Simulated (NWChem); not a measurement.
# One shape, several levels: CH4OSi (SMILES CO[SiH])

Aim: a comparison of 5 runs (CAM-B3LYP/6-311+G**, CAM-B3LYP/6-31G*, CAM-B3LYP/6-31+G*, CAM-B3LYP/6-31++G**, CAM-B3LYP/6-311++G(2d,2p)) of CH4OSi. 

Program for the calculation: NWChem 7.3.0.

### Step 1. The structure to begin with

The species is CH4OSi (7 atoms), meant as a singlet with charge 0. As SMILES, `CO[SiH]`. Geometry: relaxed at PBE0-D4/def2-TZVP. This is one conformer, not always the lowest.

Bond lengths: C1–O2 1.410 Å, O2–Si3 1.639 Å, C1–H4 1.092 Å, C1–H5 1.095 Å, C1–H6 1.092 Å, Si3–H7 1.552 Å. Angles: C1–O2–Si3 130.6°, O2–C1–H4 109.2°, O2–C1–H5 110.9°, O2–C1–H6 109.2°, O2–Si3–H7 97.1°, H4–C1–H5 109.5°, H4–C1–H6 108.5°, H5–C1–H6 109.5°.

### Step 2. Energy and forces at CAM-B3LYP/6-311+G(d,p) (run 1)

nw.nw reads:

```
echo
start nw
title "CH4OSi CAM-B3LYP"
memory stack 880 mb heap 220 mb global 1100 mb

geometry noautosym nocenter noautoz
  C       -0.512400       0.485500      -0.338500
  O       -0.443200      -0.446500       0.717600
  Si       0.796900      -1.387300       1.229900
  H       -1.296400       0.180800      -1.035500
  H        0.443800       0.547500      -0.868700
  H       -0.769300       1.467500       0.065400
  H        1.841700      -0.915600       0.184100
end

basis spherical bse
  * library 6-311+G**
end

dft
  xc xcamb88 1.00 lyp 0.81 vwn_5 0.19 hfexch 1.00
  cam 0.33 cam_alpha 0.19 cam_beta 0.46
  grid fine
  convergence energy 1e-08
  direct
  maxiter 100
  mulliken
  print low
end

task dft gradient
```

Command:

```sh
nwchem nw.nw > nw.out
```

What it wrote:

```text
[...]
 d= 0,ls=0.0,diis     1   -405.1397199462 -5.06D+02  6.97D-03  9.39D-01     5.4
[...]
 d= 0,ls=0.0,diis    10   -405.1998195098 -4.25D-09  1.24D-06  2.83D-09    53.3
         Total DFT energy =     -405.199819509792
      One electron energy =     -759.102033423151
           Coulomb energy =      289.214684990508
    Exchange-Corr. energy =      -36.382382876301
 Nuclear repulsion energy =      101.069911799152
[...]
      Total Density - Mulliken Population Analysis
     ---------------------------------------------
    Atom       Charge   Shell Charges
 -----------   ------   -------------------------------------------------------
    1 C    6     6.28   1.10  0.88  0.64  0.75  1.48  0.46  0.78  0.07  0.04  0.08
    2 O    8     8.34   1.08  0.91  0.98  0.99  2.07  0.83  1.61 -0.14 -0.01  0.01
    3 Si  14    13.57   0.79  1.18  0.96  1.03  0.98  0.93  1.97  3.89  0.56  0.89  0.17  0.06  0.02  0.15
    4 H    1     0.85   0.28  0.47  0.09  0.02
    5 H    1     0.86   0.27  0.47  0.10  0.02
    6 H    1     0.85   0.28  0.47  0.09  0.02
    7 H    1     1.23   0.25  0.59  0.39  0.01
[...]
                         DFT ENERGY GRADIENTS
    atom               coordinates                        gradient
                 x          y          z           x          y          z
   1 C      -0.968296   0.917462  -0.639672    0.002353  -0.004691   0.004308
   2 O      -0.837527  -0.843763   1.356067    0.002548  -0.001436   0.000477
   3 Si      1.505923  -2.621617   2.324174   -0.006371   0.005423  -0.003325
   4 H      -2.449841   0.341662  -1.956811   -0.000428  -0.000070  -0.000435
   5 H       0.838660   1.034625  -1.641605    0.000453  -0.000010  -0.000214
   6 H      -1.453766   2.773173   0.123588   -0.000164   0.000608   0.000143
   7 H       3.480308  -1.730233   0.347899    0.001609   0.000175  -0.000956
 Task  times  cpu:       74.8s     wall:       74.8s
 Total times  cpu:       74.9s     wall:       74.9s
```

Wall time 76 s (1 thread of Intel Xeon Platinum 8488C (Sapphire Rapids), shared host); peak memory 0.12 GiB.

### Step 3. Energy and gradient at CAM-B3LYP/6-31G(d) (spherical functions) (run 2)

ch4osi.nw reads:

```
start ch4osi
memory 2200 mb

geometry noautosym nocenter noautoz
  C       -0.512400       0.485500      -0.338500
  O       -0.443200      -0.446500       0.717600
  Si       0.796900      -1.387300       1.229900
  H       -1.296400       0.180800      -1.035500
  H        0.443800       0.547500      -0.868700
  H       -0.769300       1.467500       0.065400
  H        1.841700      -0.915600       0.184100
end

basis spherical bse
  C library 6-31G*
  O library 6-31G*
  Si library 6-31G*
  H library 6-31G*
end

dft
  xc xcamb88 1.00 lyp 0.81 vwn_5 0.19 hfexch 1.00
  cam 0.33 cam_alpha 0.19 cam_beta 0.46
  mult 1
  grid fine
  convergence energy 1e-08
  direct
  maxiter 100
  mulliken
  print low
end

task dft gradient
```

Command:

```sh
nwchem ch4osi.nw > ch4osi.out
```

What it wrote:

```text
[...]
 d= 0,ls=0.0,diis     1   -405.0822900006 -5.06D+02  1.40D-02  4.13D-01     1.4
[...]
 d= 0,ls=0.0,diis     9   -405.1314961387 -5.92D-09  1.81D-06  5.42D-09    10.8
         Total DFT energy =     -405.131496138683
      One electron energy =     -759.035152182772
           Coulomb energy =      289.206269899076
    Exchange-Corr. energy =      -36.372525654139
 Nuclear repulsion energy =      101.069911799152
[...]
      Total Density - Mulliken Population Analysis
     ---------------------------------------------
    Atom       Charge   Shell Charges
 -----------   ------   -------------------------------------------------------
    1 C    6     6.19   2.00  0.67  2.08  0.56  0.83  0.06
    2 O    8     8.52   2.00  0.89  2.94  0.91  1.75  0.02
    3 Si  14    13.59   2.00  2.00  5.96  1.18  1.34  0.59  0.37  0.16
    4 H    1     0.84   0.53  0.31
    5 H    1     0.85   0.52  0.33
    6 H    1     0.84   0.53  0.31
    7 H    1     1.17   0.50  0.67
[...]
                         DFT ENERGY GRADIENTS
    atom               coordinates                        gradient
                 x          y          z           x          y          z
   1 C      -0.968296   0.917462  -0.639672   -0.000523  -0.000904   0.001249
   2 O      -0.837527  -0.843763   1.356067    0.005068  -0.001899  -0.000178
   3 Si      1.505923  -2.621617   2.324174   -0.005493   0.003542  -0.001544
   4 H      -2.449841   0.341662  -1.956811    0.000737   0.000297   0.000657
   5 H       0.838660   1.034625  -1.641605   -0.000623  -0.000377   0.000728
   6 H      -1.453766   2.773173   0.123588    0.000235  -0.000894  -0.000367
   7 H       3.480308  -1.730233   0.347899    0.000598   0.000234  -0.000545
 Task  times  cpu:       15.3s     wall:       15.3s
 Total times  cpu:       15.3s     wall:       15.3s
```

Wall time 16 s (1 thread of Intel Xeon Platinum 8488C (Sapphire Rapids), shared host); peak memory 0.12 GiB.

Runs 3 to 4 aren't shown in full; the table further down has their settings and results.

### Step 4. Energy and forces at CAM-B3LYP/6-311++G(2d,2p) (run 5)

ch4osi.nw reads:

```
start ch4osi
title "CH4OSi gradient"
memory 2200 mb

geometry units angstroms noautosym nocenter noautoz
   C     -0.512400     0.485500    -0.338500
   O     -0.443200    -0.446500     0.717600
   Si     0.796900    -1.387300     1.229900
   H     -1.296400     0.180800    -1.035500
   H      0.443800     0.547500    -0.868700
   H     -0.769300     1.467500     0.065400
   H      1.841700    -0.915600     0.184100
end

basis spherical bse
   * library "6-311++G(2d,2p)"
end

dft
   xc xcamb88 1.00 lyp 0.81 vwn_5 0.19 hfexch 1.00
   cam 0.33 cam_alpha 0.19 cam_beta 0.46
   grid fine
   convergence energy 1e-08
   direct
   iterations 100
   mulliken
   noprint "final vectors analysis"
end

task dft gradient
```

Command:

```sh
nwchem ch4osi.nw > ch4osi.out
```

What it wrote:

```text
[...]
          Wavefunction type:  closed shell.
          No. of atoms     :     7
          No. of electrons :    32
[...]
          Charge           :     0
          Spin multiplicity:     1
[...]
          AO basis - number of functions:   129
[...]
              XC Information
              --------------
                     Hartree-Fock (Exact) Exchange  1.000
                   CAM-Becke88 Exchange Functional  1.000
                      VWN V Correlation Functional  0.190 local
              Lee-Yang-Parr Correlation Functional  0.810
[...]
 d= 0,ls=0.0,diis     1   -405.1484465633 -5.06D+02  5.28D-03  9.46D-01    12.1
[...]
 d= 0,ls=0.0,diis    10   -405.2087514299 -4.20D-09  1.07D-06  2.76D-09   123.0
         Total DFT energy =     -405.208751429888
      One electron energy =     -759.161933361021
           Coulomb energy =      289.265121417798
    Exchange-Corr. energy =      -36.381851285817
 Nuclear repulsion energy =      101.069911799152
[...]
      Total Density - Mulliken Population Analysis
     ---------------------------------------------
    Atom       Charge   Shell Charges
 -----------   ------   -------------------------------------------------------
    1 C    6     6.08   1.10  0.88  0.64  0.75  1.44  0.40  0.70  0.04  0.02  0.02  0.08
    2 O    8     8.58   1.08  0.91  0.98  0.97  2.08  0.92  1.68 -0.05 -0.02  0.00  0.03
    3 Si  14    13.43   0.79  1.18  0.96  1.02  0.98  0.78  1.97  3.89  0.55  0.78  0.27  0.11 -0.02  0.04  0.12
    4 H    1     0.89   0.28  0.48  0.11 -0.00  0.01  0.02
    5 H    1     0.91   0.28  0.47  0.12  0.01  0.01  0.02
    6 H    1     0.89   0.28  0.48  0.11 -0.00  0.01  0.02
    7 H    1     1.22   0.25  0.59  0.37 -0.01  0.00  0.01
[...]
  wavefunction    = closed shell
[...]
                         DFT ENERGY GRADIENTS
    atom               coordinates                        gradient
                 x          y          z           x          y          z
   1 C      -0.968296   0.917462  -0.639672    0.000398  -0.004773   0.005327
   2 O      -0.837527  -0.843763   1.356067    0.000314   0.002089  -0.002585
   3 Si      1.505923  -2.621617   2.324174   -0.002720  -0.000138   0.001447
   4 H      -2.449841   0.341662  -1.956811   -0.001759  -0.000552  -0.001680
   5 H       0.838660   1.034625  -1.641605    0.002263   0.000211  -0.001337
   6 H      -1.453766   2.773173   0.123588   -0.000592   0.002331   0.000784
   7 H       3.480308  -1.730233   0.347899    0.002096   0.000833  -0.001957
[...]
```

Wall time 3 min (1 thread of Intel Xeon Platinum 8488C (Sapphire Rapids), shared host); peak memory 0.13 GiB.

### Step 5. All runs side by side

```
run                                      level  energy (Eh)  largest force (eV/Å)  wall time
  1                        CAM-B3LYP/6-311+G**  -405.199820                 0.463       76 s
  2     CAM-B3LYP/6-31G* (spherical functions)  -405.131496                 0.345       16 s
  3    CAM-B3LYP/6-31+G* (spherical functions)  -405.139737                 0.627       27 s
  4  CAM-B3LYP/6-31++G** (spherical functions)  -405.144705                 0.614       47 s
  5                  CAM-B3LYP/6-311++G(2d,2p)  -405.208751                 0.368      3 min
```

### Step 6. What came out

```
                       quantity          value
            run 5: total energy  -405.20875 Eh
           run 5: dipole moment         1.66 D
run 5: largest force on an atom     0.368 eV/Å
```

Over runs 3, 4, 5 the dipole moment (its size) runs from 1.66 D (CAM-B3LYP/6-311++G(2d,2p)) to 1.86 D (CAM-B3LYP/6-31+G*). All runs together took 5.8 min, the longest 3 min.
